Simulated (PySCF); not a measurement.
(CH₃)₂S, optimised at PBE/def2-SVP:

```xyz
9

C      1.3766     0.0160     0.0844
S      0.0335     0.5811    -1.0030
C     -1.3981    -0.0071    -0.0488
H      1.3758    -1.0881     0.1980
H      2.3278     0.3195    -0.3944
H      1.3199     0.4893     1.0867
H     -1.3897    -1.1111     0.0653
H     -2.3039     0.2808    -0.6168
H     -1.4456     0.4664     0.9539
```

Energies from PySCF (xtb for GFN2), thermal terms from the rigid-rotor harmonic-oscillator model, ideal gas at 1 bar. 6-31G* has spherical d functions here. All species are closed-shell singlets. B3LYP is the form with VWN-RPA correlation.

Q: List the harmonic frequencies (cm⁻¹, unscaled) at this level and at the other levels, each on its own geometry.

A: 
- PBE/def2-SVP: 181, 185, 259, 686, 733, 871, 908, 949, 1008, 1270, 1297, 1384, 1392, 1402, 1410, 2956, 2959, 3045, 3054, 3085, 3086
- B3LYP/6-31G*: 182, 185, 262, 687, 739, 929, 971, 1008, 1072, 1377, 1404, 1496, 1505, 1511, 1519, 3052, 3054, 3126, 3132, 3152, 3153
- GFN2-xTB: 146, 168, 261, 718, 744, 892, 929, 965, 1007, 1316, 1323, 1448, 1449, 1455, 1456, 3019, 3020, 3020, 3022, 3065, 3067
- HF/6-31G*: 195, 202, 286, 752, 815, 1013, 1061, 1095, 1167, 1506, 1532, 1614, 1624, 1629, 1637, 3217, 3218, 3294, 3298, 3310, 3311
- PBE0/def2-TZVP: 187, 187, 264, 719, 773, 908, 950, 988, 1052, 1336, 1360, 1454, 1463, 1471, 1479, 3044, 3047, 3121, 3129, 3150, 3152
